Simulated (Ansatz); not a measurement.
**Si₂H₃O+ (SMILES O=[SiH][SiH2+]): one structure at several levels**

The task here is to estimate one member of a computed series from the others.

Computed with Ansatz 0.2.0, Gaussian basis. Level: single points in def2-TZVPP.

Cores are frozen in the correlated methods.

### The starting structure

SMILES `O=[SiH][SiH2+]`, 6 atoms, charge 1, spin multiplicity 1.

Atoms are counted from 1 here; the program's logs count them from 0.

Bond lengths: O1–Si2 1.443 Å, Si2–Si3 2.322 Å, Si2–H4 1.447 Å, Si3–H5 1.450 Å, Si3–H6 1.445 Å. Angles: O1–Si2–Si3 122.0°, O1–Si2–H4 131.9°, Si3–Si2–H4 106.0°, Si2–Si3–H5 125.9°, Si2–Si3–H6 127.5°, H5–Si3–H6 106.5°.

As a file:

```xyz
6

O    -0.7595   -1.8550    1.2849
Si   -0.3043   -1.2311    0.0654
Si    0.2452    1.0231   -0.0318
H    -0.1567   -1.7364   -1.2826
H     0.6981    1.7371   -1.2097
H     0.2957    1.9648    1.0627
```

The first run:

Input file run/in.yaml:

```yaml
crystal:
  periodic: [false, false, false]
  atoms:
    - {symbol: O, position_ang: [-0.759500, -1.855000, 1.284900]}
    - {symbol: Si, position_ang: [-0.304300, -1.231100, 0.065400]}
    - {symbol: Si, position_ang: [0.245200, 1.023100, -0.031800]}
    - {symbol: H, position_ang: [-0.156700, -1.736400, -1.282600]}
    - {symbol: H, position_ang: [0.698100, 1.737100, -1.209700]}
    - {symbol: H, position_ang: [0.295700, 1.964800, 1.062700]}
basis:
  gaussian: {orbitals: def2-TZVPP}
total_charge: 1
correlation: {method: ccsd_t}
output: {forces: true}
```

The command line of these runs was not kept.

Among the steps run: CCSD(T)/def2-TZVPP; PBE0-D4/def2-TZVPP; wB97M-V/def2-TZVPP; r2SCAN-D4/def2-TZVPP; PBE-D4/def2-TZVPP; r2SCAN0-D4/def2-TZVPP; revPBE-D4/def2-TZVPP.

One of the session's tables, all rows but one given; the rest of the session is left out.

| method | RMS force component (eV/Å) | angle to CCSD(T) forces (°) |
| --- | --- | --- |
| CCSD(T) | 1.807 | reference |
| PBE0-D4 | 1.548 | 3.5 |
| wB97M-V | 1.518 | 3.8 |
| r2SCAN-D4 | 1.715 | 2.6 |
| PBE-D4 | 1.954 | 5.8 |
| r2SCAN0-D4 | ? | ? |
| revPBE-D4 | 2.023 | 5.5 |

Estimate the missing values for r2SCAN0-D4.

As computed: RMS force component (eV/Å): 1.415; angle to CCSD(T) forces (°): 3.9. In the column «RMS force component (eV/Å)» it is the lowest.
